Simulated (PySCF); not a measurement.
C4H6, SMILES C(=C)C=C. Geometry: r2SCAN-D4/def2-SVP. Other conformers were not sampled.

Computed equilibrium geometry at r2SCAN-D4/def2-SVP (PySCF confirms it by a frequency run) as a Z-matrix, and its point group (one conformer of several):
point group C2h.
```
C
C 1 1.3456
H 2 1.0932 1 121.66
H 2 1.0956 3 117.26 1 180.00
H 1 1.0985 2 119.41 3 0.00
C 1 1.4528 5 116.36 2 180.00
C 6 1.3456 1 124.23 5 0.00
H 7 1.0932 6 121.66 1 180.00
H 7 1.0956 8 117.26 6 180.00
H 6 1.0985 7 119.41 8 0.00
```
Charge 0, spin multiplicity 1.
